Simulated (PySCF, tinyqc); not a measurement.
Orbital energy against energy difference: ionisation energy by orbital energies and by energy differences in the 6-31g basis, for CH2, spin multiplicity 1. Computed by the program tinyqc with PySCF. The cation is unrestricted; errors are against CCSD(T) in this basis, not against experiment.

Geometry (angstrom):
```
atom       x        y       z
C     0.0000   0.0000  0.0000
H     0.0000   0.9170  0.4780
H     0.0000  -0.9970  0.5200
```

CCSD(T) difference in the same basis = 8.7432 eV

IP-EOM-CCSD = 8.7035 eV

First vertical ionisation energy (eV):
```
method     -e(HOMO)  E(cation) - E  error of -e(HOMO)  error of the difference
HF            9.405        8.02085              0.662                   -0.722
LDA           5.031        6.51319             -3.712                   -2.230
PBE           5.200        9.11849             -3.543                    0.375
B3LYP         5.370        9.28724             -3.373                    0.544
PBE0          5.635        9.14509             -3.108                    0.402
CAM-B3LYP     7.108        9.26945             -1.635                    0.526
LC-wPBE       8.638        9.24324             -0.105                    0.500
```

What does the comparison show, and why?

Koopmans errs by +0.66 eV and Delta-HF by -0.72 eV: relaxation, 1.38 eV, lowers the value and the missing correlation difference works against it. The PBE level is off by -3.5 eV through the wrong tail of its potential, though its energy difference is off by +0.38 eV; exact exchange deepens the level, and among the orbital energies LC-wPBE comes closest; among the differences PBE does. The restricted reference is unstable here: a spin-polarised solution lies 0.0336 hartree lower (PySCF), so results built on it describe a poor reference.
